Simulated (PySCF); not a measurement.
Molecule: `O=C(O)C(F)F`, C2H2F2O2.

Geometry:
```
atom   x (Å)   y (Å)   z (Å)
  O1  -0.277   1.694  -0.090
  C2   0.190   0.594  -0.059
  O3   1.478   0.303  -0.214
  C4  -0.656  -0.673   0.092
  F5  -1.774  -0.374   0.761
  F6   0.020  -1.623   0.760
  H7   1.945   1.144  -0.344
  H8  -0.926  -1.064  -0.907
```

Geometry PBE0-D3(BJ)/def2-SVP throughout; GIAO in PySCF, gas phase, one conformer, non-relativistic; equivalent atoms averaged; functional PBE0.

Question: How do the absolute shieldings σ depend on the basis set? (ppm; last column core-seconds on shared hosts with different chips, so compare them loosely)

Answer: 
```tsv
basis set	functions	O1	O3	C2	C4	F5/F6	H7	H8	core-s
STO-3G	32	-54.0	218.9	121.4	153.7	421.9	26.99	28.91	1.9
6-31G	58	-101.6	135.3	38.3	91.6	332.6	26.98	26.57	3.6
pcSseg-0	58	-151.8	124.6	10.1	70.5	336.0	27.35	26.02	3.4
6-31G*	88	-58.1	153.2	39.4	89.3	340.3	26.50	26.11	5
def2-SVP	94	-68.8	155.7	33.5	87.4	343.3	25.87	25.87	5.2
cc-pVDZ	94	-67.0	155.5	36.2	90.5	338.9	26.05	25.76	5.3
pcSseg-1	112	-105.0	127.9	16.4	74.4	324.8	25.17	25.49	6.2
aug-cc-pVDZ	156	-62.1	151.6	32.1	90.2	329.9	25.44	25.35	11
6-311+G(2d,p)	174	-89.7	133.2	19.6	78.3	320.3	25.77	25.54	12
def2-TZVP	198	-93.1	133.8	18.0	75.6	321.4	25.71	25.63	15
cc-pVTZ	208	-90.7	136.4	20.3	76.8	324.5	25.32	25.48	16
IGLO-III	230	-100.8	128.5	12.4	71.6	319.2	25.37	25.37	17
pcSseg-2	244	-102.1	127.4	10.8	70.8	320.1	25.03	25.36	32
```

Question: Which nucleus moves most, in ppm?

Answer: C2 (carboxylic acid carbon): from 10.1 ppm with pcSseg-0 to 121.4 ppm with STO-3G. The smallest spread is 2.31 ppm, at H7. Proton shifts span only some 12 ppm, so a few tenths of a ppm matter as much there as several ppm in carbon.

Question: Taking the largest basis, pcSseg-2 (244 functions), as the yardstick, rank the others by their worst heavy-atom deviation.

Answer: IGLO-III 1.6 ppm (230 functions), pcSseg-1 5.6 ppm (112 functions), def2-TZVP 9.0 ppm (198 functions), cc-pVTZ 11.4 ppm (208 functions), 6-311+G(2d,p) 12.3 ppm (174 functions), 6-31G 27.5 ppm (58 functions), def2-SVP 33.3 ppm (94 functions), cc-pVDZ 35.1 ppm (94 functions), aug-cc-pVDZ 40.0 ppm (156 functions), 6-31G* 44.0 ppm (88 functions), pcSseg-0 49.7 ppm (58 functions), STO-3G 110.6 ppm (32 functions).

A small basis that lands close on one nucleus may do so by chance; judge by the trend and by all nuclei.
